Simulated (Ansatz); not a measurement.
**BOF+ (doublet): the correlation ladder, def2-QZVPP**

The task here is to estimate one member of a computed series from the others.

Method: def2-QZVPP, core rule «outside noble gas», up to 3 orbitals frozen; program: Ansatz 0.2.0, Gaussian basis.

The runs, in order: UHF; ROHF; CCSD(T) on UHF.

2 further runs of the same task are left out: 2 set aside as unsound or not needed.

### The geometry

The geometry is a PBE0/def2-TZVP stationary point (not a proven minimum) of the parent state, kept for this charge and spin.

3 atoms, charge 1, spin multiplicity 2.

Atoms are counted from 1 here; the program's logs count them from 0.

Bond lengths: B1–O2 1.371 Å, B1–F3 1.310 Å. Angles: O2–B1–F3 114.8°.

The first run:

Contents of in.yaml:

```yaml
crystal:
  periodic: [false, false, false]
  atoms:
    - {symbol: B, position_ang: [0.000000, -0.551074, 0.049105]}
    - {symbol: O, position_ang: [0.000000, 0.175594, 1.211243]}
    - {symbol: F, position_ang: [0.000000, 0.165712, -1.047985]}
basis:
  gaussian: {orbitals: "def2-QZVPP.json"}
total_charge: 1
magnetization: {spin_polarized: true, initial_magnetization: 1}
hamiltonian: {xc: hf}
output: {orbitals: {seedname: orbitals}}
```

The run is started by

```sh
ansatz run in.yaml --threads 1 --pin off --events-out ev --progress --plain --max-ram 2393MiB
```

Among the steps run: UHF; ROHF; CCSD(T) on UHF.

One of the session's tables, all rows but one given; the rest of the session is left out.

It belongs to the step «Misses and costs». 

```
  method  from UCCSD(T) (kJ/mol)
    ROHF                       ?
     UHF                 +1520.7
    UMP2                   +76.8
   UCCSD                   +58.6
UCCSD(T)                       0
```

**Question.** Estimate the row for ROHF.

**Answer.** from UCCSD(T) (kJ/mol): +1534.5. In the column «from UCCSD(T) (kJ/mol)» it is the highest.
